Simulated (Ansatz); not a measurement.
Body-centred tetragonal In was calculated with r²SCAN+rVV10 (Ansatz, an electronic-structure program, plane waves, PAW).

Numerical settings: plane-wave cutoff 560 eV, 24×24×24 k mesh, Fermi–Dirac smearing 0.05 eV, scalar-relativistic PAW data made under PBE.

Energies at three volumes about the minimum:

```json
[
 {"V (Å³/atom)": "25.153", "E − E_lowest (meV/atom)": "1.53"},
 {"V (Å³/atom)": "25.666", "E − E_lowest (meV/atom)": "0.00"},
 {"V (Å³/atom)": "26.179", "E − E_lowest (meV/atom)": "1.42"}
]
```

Q: Fit a parabola by hand: where is the minimum, and what is the bulk modulus?

A: Slopes: (0.00 − 1.53)/(25.666 − 25.153) = -2.982 and (1.42 − 0.00)/(26.179 − 25.666) = 2.768 meV/Å³. Curvature E″ = 2 × (2.768 − (-2.982))/(26.179 − 25.153) = 11.209 meV/Å⁶. From the middle of the first interval, the slope vanishes at V0 = 25.4095 − (-2.982)/11.209 = 25.676 Å³/atom. B = V0 E″ = 25.676 × 11.209 meV/Å³ × 0.1602 GPa per meV/Å³ = 46.1 GPa. The full Birch–Murnaghan fit to all volumes gives V0 = 25.666 Å³/atom and B0 = 46.0 GPa.

Shape and atoms are relaxed at each volume.

Measured, for comparison: bulk modulus 44.7 GPa (copied from a table, unchecked, extrapolated to 0 K and zero-point effects removed; as tabulated in Lejaeghere et al. (2013), arXiv:1204.2733). Computed (rounded) less measured: bulk modulus not scored (unchecked).

Note: the bulk modulus comes from volumes at which shape and atoms were relaxed.
